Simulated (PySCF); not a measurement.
Compound: C₄H₈FO (doublet state).
Structure used (GFN2-xTB), in Å, numbered top down from 1:
```xyz
14
C4H8FO angstrom
C      1.926   -0.035    0.685
O      0.683   -0.690    0.707
C     -0.347   -0.023   -0.029
C     -1.511   -1.012   -0.127
C     -0.768    1.228    0.641
F     -0.381    2.406    0.118
H      2.293    0.085   -0.342
H      1.877    0.953    1.157
H      2.613   -0.667    1.244
H      0.027    0.225   -1.036
H     -1.882   -1.234    0.870
H     -2.313   -0.590   -0.725
H     -1.162   -1.934   -0.582
H     -1.055    1.287    1.676
```

The hyperfine couplings belong to this conformer and change with its torsions.

Identity: `[C@H]([CH]F)(OC)C` [radical].

Level of theory: UKS B3LYP, pcH-1 on C F H O, non-relativistic, mean-field spin-orbit, GIAO in PySCF 2.14.0. One conformer (not necessarily the lowest) at the GFN2-xTB geometry, without solvent, vibrations or thermal averaging. A GFN2-xTB geometry isn't a minimum of the functional, and hyperfine couplings can be far from their values at a DFT geometry. No stability test was run, so a lower SCF solution isn't excluded.

Problem. The isotropic 13C couplings are +140.0, +28.7, -11.9 MHz. Assign them to C3; C4; C5.

Solution. 
| site | a_iso (MHz) | ρ(0) (bohr⁻³) | position | distance from C5 (Å) | spin population | largest \|T\| (MHz) |
| --- | --- | --- | --- | --- | --- | --- |
| C3 | -11.9 | -0.0105 | 1 bond from C5 | 1.48 | -0.05 | 2.2 |
| C4 | +28.7 | +0.0255 | 2 bonds from C5 | 2.48 | +0.01 | 5.4 |
| C5 | +140.0 | +0.1245 | largest spin population | 0.00 | +0.95 | 167.4 |

ρ(0) is the spin density at the nucleus and T the dipolar tensor; entries for several nuclei are means. The largest Mulliken spin populations are on C5 (+0.95) and F6 (+0.08). No atom but C5 exceeds +0.15. The angles at C5 add up to 356.5°, so it is nearly planar; its axial dipolar tensor and the negative coupling of its proton fit spin in a p orbital normal to that plane.

Means are taken over nuclei equivalent by connectivity, which assumes that they swap fast. The three 1H nuclei of mean +6.3 MHz run from -2.0 to 15.9 MHz in the frozen geometry.
